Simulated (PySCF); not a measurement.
PySCF input:

```python
from pyscf import gto, scf, dft

mol = gto.M(
    atom='''
    Li   -0.00000000   -0.00000000   -1.36098014
    Li    0.00000000    0.00000000    1.36098014
    ''',
    basis='def2-tzvpd',
    charge=0,
    spin=0,
    verbose=4,
)

mf = scf.RHF(mol).density_fit(auxbasis='def2-universal-jkfit')
mf.conv_tol = 1e-9
mf.max_cycle = 100
mf.max_memory = 1500
mf.kernel()
if not mf.converged:
    mf = mf.newton()
    mf.kernel(mf.make_rdm1())
mf.analyze()
```

Problem. What final total energy does it print?

Solution. -14.87084 Eh (HF/def2-TZVPD).
